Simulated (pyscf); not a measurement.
9 silicon, germanium or tin steps of one kind (hydrogen abstraction, radical): reaction energy in kcal/mol, from the separated reactants or the lowest minimum found. Optimised with ωB97X-D3(BJ)/def2-SVP in PySCF. Functionals in def2-TZVP; the last column is ωB97M-D3(BJ)/def2-TZVP. Rows were drawn at random from the steps of this kind and element class whose saddle was verified and whose references are stable.

```tsv
step	PBE	r²SCAN	PBE0-D3(BJ)	ωB97M-D3(BJ)
GeH₄ + NH₂• → GeH₃• + NH₃	-26.7	-23.3	-24.8	-25.4
HO–SiH₃ + H• → HO–SiH₂• + H₂	-14.0	-14.8	-11.8	-10.4
•HN–SiH₂–F + H₂ → H₂N–SiH₂–F + H•	-10.9	-7.2	-11.8	-10.9
HS–GeH₃ + H• -> HS–GeH₂• + H₂	-23.8	-24.6	-21.4	-22.7
[N=SiH₂]• + H₂ → HN=SiH₂ + H•	-6.6	-3.1	-7.2	-6.1
H₃Si–O–SiH₃ + H• → •H₂Si–O–SiH₃ + H₂	-13.6	-14.4	-11.5	-10.0
F–SiH₂–F + H• → F–SiH•–F + H₂	-10.9	-11.2	-8.3	-6.9
HO–SiH(OH)–Cl + H• → HO–Si•(OH)–Cl + H₂	-11.5	-11.8	-8.4	-6.6
F–SiH(F)–F + H• -> F–Si•(F)–F + H₂	-7.3	-7.6	-4.4	-2.7
```

Differences from the last column (kcal/mol): PBE: mean -2.6, median -3.5, mean size 2.6, lower in 8 of 9; r²SCAN: mean -1.8, median -4.3, mean size 3.8, lower in 6 of 9; PBE0-D3(BJ): mean -0.9, median -1.4, mean size 1.3, lower in 7 of 9. PBE is closest for row 3 (0.0 kcal/mol apart) and farthest for row 8 (4.9 kcal/mol). PBE, r²SCAN and M06-2X carry no added dispersion term. The last column is a level with limits of its own. Elements up to Kr have no core potential and no relativistic terms here.
